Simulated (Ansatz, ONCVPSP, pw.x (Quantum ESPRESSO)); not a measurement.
Ta (Z = 73): one change to the ONCV potential, in the atom and in the fcc crystal

```
Element                 : Ta
Generator               : ONCVPSP 4.0.1
Type                    : optimised norm-conserving Vanderbilt (ONCV)
Functional              : LDA (Perdew-Wang 92)
Relativity              : scalar-relativistic
Frozen core             : [Kr] 4d10 4f14
Valence charge          : 13
Reference configuration : 5s2 5p6 5d3 6s2
Partial waves           : 5s+6s: rc 1.55 bohr, ncon 4, nbas 8, qcut 8.5 1/bohr, 2 projectors; 5p: rc 1.90 bohr, ncon 3, nbas 6, qcut 8.4 1/bohr, 2 projectors, debl 1.3 Ha; 5d: rc 2.55 bohr, ncon 4, nbas 8, qcut 6.5 1/bohr, 2 projectors, debl 3.8 Ha
Local potential         : polynomial inside 1.55 bohr (lpopt 5, dvloc0 4 Ha)
Core correction         : none
```

In the p channel the program set the typed energies aside and used -1.454, 0.250 Ha.

Change: all radii scaled by about 1.32 (s 2.04, p 2.52, d 3.36 bohr); local potential polynomial inside 2.04 bohr (lpopt 5, dvloc0 4 Ha).

Cutoffs, loose and tight: the cutoffs (Ha) at which the residual kinetic energy of the hardest occupied pseudo-wave falls to 1 and 0.1 mHa per electron. They do not see the model core or the augmentation charge, which bear on the density cutoff. Test errors are all-electron minus pseudo excitation energies from the reference, over the configurations 5s2 5p6 5d3 6s1; 5s2 5p6 5d3 6s0; 5s2 5p6 5d2 6s0; 5s2 5p6 5d4 6s0; variants that change the core or the reference have their own tests.

Crystal test: fcc Ta in pw.x 7.5, no spin, 14³ k-points, Fermi–Dirac smearing 0.01 Ry, cutoffs set for each file from its atomic test. The reference is all-electron LAPW (Ansatz 0.2.0) with the same functional, mesh and smearing; V0 and B0 come from Birch–Murnaghan fits to the pressures at five volumes. Errors are pseudo minus all-electron; Δ is the rms difference of the E(V) curves that follow from these fits, minima aligned, over ±6 % about the mean V0. Mesh and smearing are coarse, so the numbers serve the comparison and aren't converged zero-temperature values; the lattice is a test structure that the element need not adopt.

All-electron: a0 = 4.141 Å (V0 = 17.76 Å³/atom), B0 = 207.3 GPa.

Question: Does the change bring the crystal closer to the all-electron result?

Answer: The mean pressure error goes from -2.84 to -0.60 GPa, so the change moves the solid closer to the all-electron pressures. At 80 % of its cutoff the pressure of the changed file moves by -1.37 GPa.

```csv
quantity,base,changed
outcome (atom),"generated, projector energies reset by the program","generated, projector energies reset by the program"
"cutoff, loose (atom)",25 Ha,19 Ha
"cutoff, tight (atom)",29 Ha,24 Ha
bound ghosts (atom),none,none
largest test error (meV) (atom),-9.1,+21
cutoffs in pw.x (Ry),70/280,55/220
a0 (Å),4.122,4.137
a0 error (%),-0.47,-0.10
B0 error (%),-0.4,-1.1
Δ (meV/atom),11.4,2.4
mean pressure error (GPa),-2.84,-0.60
```

Changed file: The largest radius (3.36 bohr) exceeds half the bond length (2.77 bohr), so the spheres overlap, which is one possible source of error among others.
